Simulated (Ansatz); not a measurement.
**PH (SMILES [PH]): from total energies to a heat of formation**

The species is PH (2 atoms), meant as a triplet with charge 0. As SMILES, `[PH]`. The shape is that of a PBE0-D4/def2-TZVP optimisation.

```xyz
2

P     0.0000    0.0000   -0.0146
H     0.0000    0.0000    1.4137
```

Total energies at UHF/cc-pVDZ (Ansatz 0.2.0); the atoms run unrestricted:

```
species    state  energy (Eh)
     PH  triplet  -341.286145
      P  quartet  -340.709048
      H  doublet    -0.499278
```

Harmonic wavenumbers at UPBE0-D4/def2-TZVP, in cm⁻¹: 2374.

Measured heats of formation of the gaseous atoms at 298.15 K, in kJ/mol: P 316.4, H 218.0. Take 1 Eh = 2625.50 kJ/mol, 1 cm⁻¹ = 0.0119627 kJ/mol, RT = 2.479 kJ/mol.

Q: What heat of formation follows?

A: 
1. Electronic atomisation energy: (-340.709048) + (-0.499278) − (-341.286145) = 0.077819 Eh = 204.3 kJ/mol.
2. Zero-point energy: half the sum of the wavenumbers, 1187 cm⁻¹ = 14.2 kJ/mol.
3. Thermal vibrational enthalpy, Σ hcν̃/(exp(hcν̃/kT) − 1): 0.0 kJ/mol. Translation, rotation and pV of a linear molecule: 3.5 RT = 8.7 kJ/mol.
4. The 2 free atoms carry 5/2 RT each: 12.4 kJ/mol.
5. Atomisation enthalpy at 298 K: 204.3 − 14.2 − 0.0 − 8.7 + 12.4 = 193.8 kJ/mol.
6. Sum of the atoms' heats of formation: 534.4 kJ/mol. Heat of formation: 534.4 − 193.8 = +340.6 kJ/mol.

No measured value is set beside it here. Hartree–Fock leaves out correlation, which is larger in the molecule than in the atoms, so it underbinds and puts the heat of formation too high. Anharmonicity and any spin-orbit splitting of the molecule are left out.
